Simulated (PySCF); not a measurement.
Metal–ligand bonds in Zr(F)3–Y. Gas-phase values, no solvent. One relaxed conformer stands for each flexible species; it need not be the lowest. Multiplicities are imposed; where one is given, others were not computed. Strings in code marks are SMILES.

Quantity: electronic energy of homolysis of the metal–ligand bond (relaxed doublet parts, no counterpoise, zero-point or spin–orbit term), in kcal/mol.

Case: F: [Zr(F)4]. The other species in the difference include [Zr(F)3] (neutral, multiplicity 2). Geometry of [Zr(F)4] (neutral, multiplicity 1, Å):

```xyz
5

Zr     0.0369    -0.0564    -0.0370
F     -0.6138     1.7270     0.1510
F      0.6084    -0.3336    -1.8365
F     -1.3538    -1.2903     0.3957
F      1.5143    -0.3185     1.1417
```

Problem. What is the computed electronic energy of homolysis of the metal–ligand bond (relaxed doublet parts, no counterpoise, zero-point or spin–orbit term) (BP86/6-31G* (LANL2DZ on Zr) // TPSS-D3(BJ)/def2-SVP (PySCF))?

Solution. 159.7 kcal/mol.
